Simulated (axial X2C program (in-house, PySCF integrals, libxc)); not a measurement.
**Levels of BCl⁻ by electron attachment to BCl (EOM-EA-CCSD)**

Calculated with an axial X2C code built on PySCF integrals: two-component X2C with atomic mean-field Coulomb and Gaunt terms, Gaussian nuclei, basis Cl dyall-av3z, B dyall-av3z with contracted cores.

R = 1.879 Å (1.090 times 1.724 Å, the PBE0 minimum at charge 0 for the lowest determinant).

Levels of BCl⁻ obtained by attaching an electron to BCl:

```json
{"Ω": "1/2", "binding energy (eV)": "-0.055", "above lowest (cm⁻¹)": "0", "attached spinor": "78% B pπ, 10% Cl dπ", "one-particle weight": "0.94"}
{"Ω": "3/2", "binding energy (eV)": "-0.058", "above lowest (cm⁻¹)": "22", "attached spinor": "78% B pπ, 10% Cl dπ", "one-particle weight": "0.94"}
{"Ω": "1/2", "binding energy (eV)": "-0.806", "above lowest (cm⁻¹)": "6055", "attached spinor": "75% B pσ, 14% B sσ, 7% Cl pσ", "one-particle weight": "0.99"}
{"Ω": "1/2", "binding energy (eV)": "-0.911", "above lowest (cm⁻¹)": "6902", "attached spinor": "79% B sσ, 17% B pσ", "one-particle weight": "0.99"}
{"Ω": "3/2", "binding energy (eV)": "-0.996", "above lowest (cm⁻¹)": "7590", "attached spinor": "94% B pπ", "one-particle weight": "0.98"}
{"Ω": "1/2", "binding energy (eV)": "-0.997", "above lowest (cm⁻¹)": "7592", "attached spinor": "94% B pπ", "one-particle weight": "0.98"}
{"Ω": "1/2", "binding energy (eV)": "-2.543", "above lowest (cm⁻¹)": "20066", "attached spinor": "69% Cl pσ, 10% Cl dσ, 8% B pσ", "one-particle weight": "0.98"}
```

Negative binding energies belong to unbound states, resonances or levels that the basis set holds; within some tenths of an eV of zero the sign is not settled.

This point took 16 s on 1 thread of Intel(R) Xeon(R) Processor @ 2.30GHz, with other jobs on the host.

Reference electrons by ω block (each with its −ω partner): 1/2: 9, 3/2: 2. 10 electrons of BCl correlated (inner shells frozen), 92 natural virtual spinors (a truncated set); levels can be off by some tenths of an eV. Roots sought by Ω: (1/2: 5, 3/2: 4, 5/2: 2, 7/2: 1); rows need 60 % one-particle weight and stop where some Ω has no more roots. Missing are any skipped roots, higher Ω and states of a further excitation; these come out far too high here and may in truth be low or lowest. T1 of the reference 0.018 (Lee–Taylor). Number of frozen shells: Cl 2 s, 1 p; B 1 s.
